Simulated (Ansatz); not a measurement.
# C₂H₄ClF₃: geometry at several levels

Aim: geometry at several levels, for C₂H₄ClF₃, with the cost of each level.

Method: the levels named in each step, in Ansatz 0.2.0.

### Step 1. The structure to begin with

Bond lengths: F1–C2 1.353 Å, C2–Cl3 1.775 Å, F4–C5 1.349 Å, C5–F6 1.343 Å, C2–H7 1.093 Å, C2–H8 1.093 Å, C5–H9 1.098 Å, C5–H10 1.098 Å. Angles: F1–C2–Cl3 109.5°, F1–C2–H7 108.2°, F1–C2–H8 108.2°, Cl3–C2–H7 108.9°, Cl3–C2–H8 108.9°, H7–C2–H8 113.2°, F4–C5–F6 107.9°, F4–C5–H9 108.6°, F4–C5–H10 108.7°, F6–C5–H9 109.0°, F6–C5–H10 109.1°, H9–C5–H10 113.4°.

Coordinates:

```xyz
10

F    -0.2087   -0.3683   -1.7946
C     1.0992   -0.4610   -1.4600
Cl    1.6385    1.0730   -0.7477
F    -0.3814   -0.9560    1.3349
C    -1.3296   -0.0018    1.2395
F    -2.3364   -0.3365    2.0637
H     1.2055   -1.2535   -0.7146
H     1.6718   -0.6478   -2.3716
H    -0.9004    0.9535    1.5704
H    -1.7032    0.0221    0.2076
```

### Step 2. A rough first relaxation, PBE-D4/def2-SVP

Input file input.yaml:

```yaml
crystal:
  periodic: [false, false, false]
  atoms:
    - { symbol: F, position_ang: [-0.20866, -0.36825, -1.79463] }
    - { symbol: C, position_ang: [1.0992, -0.46095, -1.45996] }
    - { symbol: Cl, position_ang: [1.63853, 1.07301, -0.7477] }
    - { symbol: F, position_ang: [-0.38141, -0.95598, 1.33492] }
    - { symbol: C, position_ang: [-1.32964, -0.00176, 1.23955] }
    - { symbol: F, position_ang: [-2.33644, -0.33648, 2.06374] }
    - { symbol: H, position_ang: [1.20548, -1.25346, -0.71459] }
    - { symbol: H, position_ang: [1.6718, -0.64778, -2.37161] }
    - { symbol: H, position_ang: [-0.90037, 0.95352, 1.57043] }
    - { symbol: H, position_ang: [-1.70325, 0.02205, 0.20755] }
basis:
  gaussian: { orbitals: def2-SVP }
hamiltonian:
  xc: pbe
  dispersion: d4
relax:
  f_tol: 0.03
  max_steps: 200
```

Launch:

```console
$ ansatz run input.yaml --threads 4 --pin off --max-ram 10240MiB --backend cpu --events-out ev --progress --plain --runs-dir out
```

The runs that follow: Relaxation, r2SCAN-D4/def2-TZVPP; Relaxation, B3LYP-D4/def2-TZVPP.

Q: Predict the outcome of this session. Wanted: F1–C2 at B3LYP-D4/def2-TZVPP; C2–Cl3 at B3LYP-D4/def2-TZVPP; F4–C5 at B3LYP-D4/def2-TZVPP.

**Answer**, as computed:

```
                     quantity    value
 F1–C2 at B3LYP-D4/def2-TZVPP  1.368 Å
C2–Cl3 at B3LYP-D4/def2-TZVPP  1.786 Å
 F4–C5 at B3LYP-D4/def2-TZVPP  1.369 Å
```

What this shows: The F–C distance spreads over 0.003 Å, from r2SCAN-D4/def2-TZVPP (shortest) to B3LYP-D4/def2-TZVPP.
